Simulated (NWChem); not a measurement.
Molecule: phosphine (PH₃); SMILES P

```xyz
4

P      0.0000     0.0000     0.1336
H      0.4028    -1.1193    -0.6421
H     -1.1707     0.2109    -0.6421
H      0.7680     0.9085    -0.6421
```
Atoms are numbered in this order, from 1.

Geometry: optimised at PBE0-D3(BJ)/def2-TZVP.

 States above −ε(HOMO) = 6.7 eV lie in this functional's continuum and hang on the basis.

Q: List the 6 lowest vertical singlet excitations from LDA (Slater exchange, VWN5)/def2-SVPD, TDA (NWChem).

A: 
```csv
state,energy (eV),oscillator strength,leading excitation (squared amplitude)
S1,6.84,0.141,HOMO → LUMO+2 (0.99)
S2,7.33,0.064,HOMO → LUMO (0.89)
S3,7.33,0.064,HOMO → LUMO+1 (0.89)
S4,9.34,0.000,HOMO−2 → LUMO (0.43)
S5,9.41,0.033,HOMO → LUMO+3 (0.81)
S6,9.41,0.033,HOMO → LUMO+4 (0.81)
```
